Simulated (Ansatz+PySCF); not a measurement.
Results of a calculation; reference values are marked as such.
## Ansatz (development build ahead of 0.2.0) run

```yaml
crystal:
  periodic: [false, false, false]
  atoms:
    - { symbol: Al, position_ang: [0.0, 0.0, 0.0] }
    - { symbol: H, position_ang: [2.08495, 0.0, 1.74948] }
    - { symbol: H, position_ang: [-2.08495, 0.0, 1.74948] }
basis:
  gaussian: { orbitals: "6-31G" }
total_charge: 1
hamiltonian:
  xc: hf
correlation:
  method: fci
  frozen_orbitals: { Al: 5, H: 0 }
```

The input is written out in the form of the current development build from the run's settings.

Output:

```json
{"Converged": "yes", "Total energy": "-242.68554 hartree", "State": "lowest singlet root, of any spatial symmetry"}
```
